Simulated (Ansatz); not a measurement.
A nudged elastic band was laid between two geometries of BClH$_{3}$ (5 atoms, charge 0, multiplicity 2).

Level of theory: Ansatz, UKS PBE-D4/6-31G.

```json
{"movable images": "5", "climbing image": "yes", "spring": "5.0 eV/Å²", "optimiser": "quadratic models (default)", "start path": "through a guess of the saddle point", "force threshold": "0.05 eV/Å", "iteration limit": "60", "end points": "relaxed"}
```

Image 0:

```xyz
5
Properties=species:S:1:pos:R:3
H -0.550 -0.563 0.917
B 0.130 0.087 0.068
Cl 0.262 -0.903 -1.478
H 1.118 0.649 0.430
H -0.961 0.731 0.063
```

Image 6:

```xyz
5
Properties=species:S:1:pos:R:3
H -1.137 -2.903 1.755
B 0.316 0.893 -0.403
Cl -0.010 -0.835 -0.769
H 1.367 1.160 0.100
H -0.536 1.684 -0.682
```

Q: Which bonds break or form, and what moves?

A: Bonds broken: H1–B2. BClH3 becomes BClH2 + H.

Q: Give the energies along the band, and the barrier.

A: It converged. The highest image is number 5 of 0 to 6, 0.87 eV above the first end and 0.00 eV above the last; the last end lies 0.87 eV above the first. The top lies less than 8 meV above the higher end, about what the thresholds resolve: that end is a shoulder or a very shallow well. A vibrational analysis at the climbing image gives no mode beyond 40i cm⁻¹: the surface is too flat there to confirm a saddle point. Limits of this set-up: no polarisation functions.

| image | path coordinate (Å) | energy (eV) | H1–B2 (Å) |
| --- | --- | --- | --- |
| 0 | 0.00 | 0.00 | 1.27 |
| 1 | 0.60 | 0.62 | 1.88 |
| 2 | 1.19 | 0.82 | 2.62 |
| 3 | 1.79 | 0.85 | 3.25 |
| 4 | 2.39 | 0.86 | 3.79 |
| 5 | 2.99 | 0.87 | 4.23 |
| 6 | 3.52 | 0.87 | 4.60 |

Q: What is the geometry of the highest image?

A: 
```xyz
5
Properties=species:S:1:pos:R:3
H -1.043 -2.648 1.682
B 0.275 0.820 -0.349
Cl 0.123 -0.812 -1.084
H 1.299 1.076 0.214
H -0.654 1.563 -0.463
```

The band took 14 iterations and roughly 50 core-seconds.

The run took 53 s on 1 thread of Arm Neoverse V2, with other jobs on the host, peak memory 0.18 GiB.
